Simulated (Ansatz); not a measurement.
Geometry optimisation, RKS BHLYP-D4/6-31G* in Ansatz.

input.yaml

```yaml
crystal:
  periodic: [false, false, false]
  atoms:
    - { symbol: C, position_ang: [-1.2989, 0.6674, 0.015] }
    - { symbol: C, position_ang: [-0.0148, 0.0184, -0.0454] }
    - { symbol: "N", position_ang: [1.0813, 0.8178, -0.2302] }
    - { symbol: C, position_ang: [0.15, -1.2995, 0.0814] }
    - { symbol: O, position_ang: [1.2576, -2.0021, -0.0618] }
    - { symbol: H, position_ang: [-1.5223, 1.2792, -0.9282] }
    - { symbol: H, position_ang: [-1.3521, 1.4231, 0.8414] }
    - { symbol: H, position_ang: [-2.135, 0.0222, 0.1264] }
    - { symbol: H, position_ang: [0.914, 1.8215, -0.0285] }
    - { symbol: H, position_ang: [1.8725, 0.5331, 0.4294] }
    - { symbol: H, position_ang: [-0.7671, -1.9777, 0.2834] }
    - { symbol: H, position_ang: [1.8918, -1.3586, -0.449] }
basis:
  gaussian: { orbitals: "6-31G*" }
hamiltonian:
  xc: { name: BHLYP }
  dispersion: d4
relax:
  f_tol: 0.015
  max_steps: 40
```

Launched with:

```bash
$ ansatz run input.yaml --threads 1 --pin off --max-ram 2048MiB --backend cpu --events-out ev --progress --plain --runs-dir out
```

Q: Where does it end, and by what steps?

A: The run converged. After 15 steps the energy has fallen by 0.674 eV; H9 moved furthest, 1.01 Å.

```
step  energy less start (eV)  largest force component (eV/Å)  accepted
   0                  0.0000                           4.706       yes
   1                 -0.4694                           1.655       yes
   2                 -0.5484                           0.189       yes
   3                 -0.5561                           0.074       yes
   4                 -0.5613                           0.200       yes
   5                 -0.5831                           0.448       yes
   6                 -0.5805                           1.118        no
   7                 -0.6050                           0.242       yes
   8                 -0.6258                           0.157       yes
   9                 -0.6384                           0.583       yes
  10                 -0.6703                           0.108       yes
  11                 -0.5411                           2.019        no
  12                 -0.6720                           0.065       yes
  13                 -0.6737                           0.017       yes
  14                 -0.6739                           0.032       yes
  15                 -0.6739                           0.002       yes
```

```xyz
12
Properties=species:S:1:pos:R:3
C -1.300 0.709 0.153
C -0.012 -0.033 0.003
N 1.230 0.682 -0.066
C 0.079 -1.356 -0.075
O 1.242 -2.014 -0.209
H -1.464 1.398 -0.677
H -1.314 1.305 1.066
H -2.147 0.028 0.190
H 1.242 1.321 -0.848
H 1.380 1.237 0.764
H -0.775 -2.011 -0.036
H 1.917 -1.321 -0.230
```

Time of the run: 75 s on 1 thread of Arm Neoverse V1 (shared host), peak memory 0.18 GiB.
